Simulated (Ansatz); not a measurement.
How the elastic constant C11 of rock-salt MgS moves with the method

No measured value is used here.

```csv
level (code),value (GPa),cell (Å³/atom)
LDA (Ansatz),164,16.87
PBE (Ansatz),[?],17.88
PBEsol (Ansatz),153,17.39
r²SCAN (Ansatz),151,17.61
```

Question: Complete the blanks.

Answer: 
- PBE (Ansatz, an electronic-structure program), value (GPa): 139

Each level is taken at its own relaxed cell. Cutoffs differ between the levels. Ansatz's density-functional and Hartree–Fock values are scalar-relativistic unless marked +SOC, with PAW data made under PBE.
